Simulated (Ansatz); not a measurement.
A made-up structure of B2H4S, closed shell:

```xyz
7
angstrom
B -0.6456 0.5713 -0.6626
B 1.3135 -1.1410 0.8961
S -0.0407 -0.0012 0.7589
H -1.5314 0.0101 -1.2443
H -0.2243 1.5719 -1.1717
H -0.5406 0.3608 1.9708
H 1.5666 -1.3015 -0.2142
```

It is relaxed with PBE-D4/def2-SVP and then PBE0-D4/def2-TZVP (Ansatz 0.2.0). Atoms count as bonded within 1.22 times the sum of their covalent radii (H–H: 0.88 Å). The end point is not checked to be a true minimum.

(1) Does its bonding change? (A judgement: the text doesn't fix the answer.)

Results:

(1) The calculation gives: Yes. Formed: B1–B2; broken: B1–S3.

Where it ends: The first stage lowers the energy by 4.00 eV in 24 steps. It ends as B₂H₄S ([BH2][BH][SH]):
| atom | x (Å) | y (Å) | z (Å) |
| --- | --- | --- | --- |
| B1 | -0.3789 | 0.3453 | -1.1691 |
| B2 | 0.2328 | -0.2131 | 0.2588 |
| S3 | -0.3562 | 0.3021 | 1.8512 |
| H4 | -1.2694 | -0.2200 | -1.7394 |
| H5 | 0.0889 | 1.2975 | -1.7279 |
| H6 | 0.4540 | -0.4290 | 2.6362 |
| H7 | 1.1263 | -1.0126 | 0.2233 |

Labels in which every atom is bracketed show which atoms are joined, not bond orders.

For scale, one of the runs: PBE0-D4/def2-TZVP relaxation, 123 basis functions, launched by `ansatz run in.yaml --threads 2 --pin off --events-out ev --progress --plain --max-ram 4352MiB`. Hardware: 2 CPU threads of an Arm Neoverse V1, shared host. Wall time about 15 s.
